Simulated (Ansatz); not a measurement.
# Li2 (singlet): from Hartree-Fock to the top rungs, 6-31G*

An exercise on one series of results from a longer session: the logs are not shown, and one member is left open.

Program: Ansatz 0.2.0, Gaussian basis. Level of theory: 6-31G*, core rule «outside noble gas», up to 2 orbitals frozen. These are calculated values, not measurements.

Plan: UHF; CCSD(T) on RHF; CCSD(T) on UHF; BCCD(T) on RHF; Full CI.

53 further runs of the same task are left out: 6 for a known fault of the program, 3 that didn't finish, 44 set aside as unsound or not needed.

**The system**

The geometry is an MP2(full)/6-31G* stationary point (not a proven minimum).

2 atoms, charge 0, spin multiplicity 1.

Atoms are counted from 1 here; the program's logs count them from 0.

No contacts short enough for the rule that draws bonds.

Set-up of the first run:

Contents of in.yaml:

```yaml
crystal:
  periodic: [false, false, false]
  atoms:
    - {symbol: Li, position_ang: [0.000000, 0.000000, 0.000000]}
    - {symbol: Li, position_ang: [0.000000, 0.000000, 2.773060]}
basis:
  gaussian: {orbitals: "6-31G*"}
magnetization: {spin_polarized: true, initial_magnetization: 0}
hamiltonian: {xc: hf}
output: {orbitals: {seedname: orbitals}}
```

Command:

```bash
ansatz run in.yaml --threads 1 --pin off --events-out ev --progress --plain --max-ram 2502MiB
```

Steps of the session up to this table: UHF; CCSD(T) on RHF; CCSD(T) on UHF; BCCD(T) on RHF; Full CI.

One of the session's tables, all rows but one given; the rest of the session is left out.

It belongs to the step «Misses and costs». 

| method | from FCI (kcal/mol) |
| --- | --- |
| RHF | ? |
| UHF | +17.68 |
| RMP2 | +6.98 |
| RCCSD | 0.00 |
| RCCSD(T) | 0.00 |
| BCCD(T) | 0.00 |
| FCI | 0 |

Estimate the missing values for RHF.

As computed: from FCI (kcal/mol): +18.62. In the column «from FCI (kcal/mol)» it is the highest.

Not comparable, so not listed: CCSD(T) on UHF (they don't share determinant, frozen orbitals or solution with the rows shown, or repeat one).

With the free atoms at the same levels and basis (separate runs), the atomisation energy is 0.920 eV at FCI, 0.920 eV at RCCSD(T), 0.113 eV at RHF.
